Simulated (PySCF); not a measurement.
Methanol, SMILES CO (CH4O), singlet, CAM-B3LYP/def2-SVP optimised geometry.

```
6

C     -0.15     0.38     0.00
O      0.29    -0.95     0.00
H      0.17     0.95     0.90
H     -1.25     0.37     0.00
H      0.17     0.95    -0.89
H      1.25    -0.95     0.00
```

Density from CAM-B3LYP/def2-TZVP (PySCF) at that geometry.

Minimum of the electron density along straight lines between bonded atoms, close to the bond critical point (lines longer than 1.1 times the sum of covalent radii, or with two minima, are not listed):

```
bond   length / Å  ρ at the minimum / e bohr⁻³  ∇²ρ there / e bohr⁻⁵  position (fraction from the first atom)
-----  ----------  ---------------------------  --------------------  ---------------------------------------
C1–O2       1.401                        0.271                 -0.64                                     0.36
C1–H3       1.107                        0.275                 -0.95                                     0.64
C1–H4       1.100                        0.281                 -0.99                                     0.65
C1–H5       1.107                        0.275                 -0.95                                     0.64
O2–H6       0.963                        0.361                 -2.43                                     0.80
```
